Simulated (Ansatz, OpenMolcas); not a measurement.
Worked example: vertical ionisation energy of H2S (hydrogen sulfide)

H2S has 3 atoms, charge 0, and is taken as a singlet. SMILES: `S`. The coordinates come from a PBE0-D4/def2-TZVP relaxation.

```
atom    x (Å)    y (Å)    z (Å)
   S   0.4955  -0.2806   0.2439
   H   0.0979   0.9977   0.1624
   H  -0.5934  -0.7171  -0.4063
```

Both states at this one shape; open shells run unrestricted unless said. 1 Eh = 27.2114 eV.

```
                           level     program  singlet H2S (Eh)  doublet H2S+ (Eh)  HOMO of the first (eV)
HF/3-21G, open shells restricted  OpenMolcas       -396.704144        -396.348118                  -10.69
                      PBE/STO-3G      Ansatz       -394.756218        -394.465595                   -2.15
                     PBE/pcseg-0  OpenMolcas       -398.714923        -398.326203                   -6.06
```

Q: Work out the vertical ionisation energy at each level.

A: 
1. HF/3-21G, open shells restricted: -396.348118 − (-396.704144) = 0.356026 Eh = 9.69 eV; −ε(HOMO) = 10.69 eV; against experiment -0.81 eV.
2. PBE/STO-3G: -394.465595 − (-394.756218) = 0.290623 Eh = 7.91 eV; −ε(HOMO) = 2.15 eV; against experiment -2.59 eV.
3. PBE/pcseg-0: -398.326203 − (-398.714923) = 0.388720 Eh = 10.58 eV; −ε(HOMO) = 6.06 eV; against experiment +0.08 eV.

The measured vertical value is 10.50 eV (NIST CCCBDB). In Hartree–Fock, −ε(HOMO) (Koopmans) exceeds the difference of totals by the orbital relaxation of the ion. In semi-local functionals −ε(HOMO) lies far under the ionisation energy, a result of self-interaction, while the difference of totals does much better. Minimal sets are far from the basis-set limit.
